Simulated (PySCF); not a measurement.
Computed properties of nitrogen trifluoride (F3N), SMILES FN(F)F

nitrogen trifluoride (F₃N), SMILES FN(F)F. Geometry: B3LYP-D3(BJ)/def2-TZVP. The values are those of a single conformer. All values are computed for the isolated molecule unless a solvent is named; none is compared with measurement here.

**Structure.** The optimised structure has C3v symmetry. All 6 harmonic modes at B3LYP-D3(BJ)/def2-TZVP (PySCF) are real, so it is a minimum. With heavy atoms numbered as in [F:1][N:2]([F:3])[F:4], the shortest bond between them is F1–N2 at 1.378 Å and the longest N2–F4 at 1.378 Å.

**Vibrations.** The strongest infrared lines (harmonic, unscaled, degenerate partners summed) lie at 889 cm⁻¹ (484 km/mol, N 70 %, F 30 %), 1047 cm⁻¹ (42 km/mol, N 69 %, F 31 %), 490 cm⁻¹ (3 km/mol, F 97 %). The softest mode is at 490 cm⁻¹ and the zero-point energy is 6.4 kcal/mol.

**Electronic structure.** r2SCAN/def2-TZVPD (PySCF) places the frontier levels at -8.98 and -0.96 eV, a gap of 8.02 eV, and gives a dipole moment of 0.19 D and a mean polarisability of 19.1 bohr³. PBE/def2-TZVPD (PySCF) at the same geometry gives -8.57 and -1.36 eV, so its gap is 0.81 eV narrower. An orbital gap is neither the optical nor the fundamental gap.

**Excitations.** TDA-B3LYP/def2-SVPD (PySCF) has S1 at 8.12 eV (153 nm, f = 0.012, weak); the most intense of the 10 singlets computed lies at 8.73 eV (f = 0.10). Strengths of degenerate partners are summed. T1 (TDA) is at 6.58 eV, 1.54 eV under S1. TDA-PBE/def2-SVPD (PySCF) puts S1 at 7.64 eV. No vertical singlet excitation falls in the visible range (under 3.1 eV).

**NMR.** GIAO shifts at B3LYP/pcSseg-2 (PySCF) (non-relativistic, atoms alike by connectivity averaged): ¹⁹F at 146.9 ppm against CFCl3.

**Solvation.** SMD-ωB97X/def2-SVP (PySCF) gives 2.4 kcal/mol in water, 1.4 kcal/mol in toluene, 1.6 kcal/mol in N,N-dimethylformamide (1 M in both phases, gas-phase geometry); of these solvents toluene holds the molecule best.
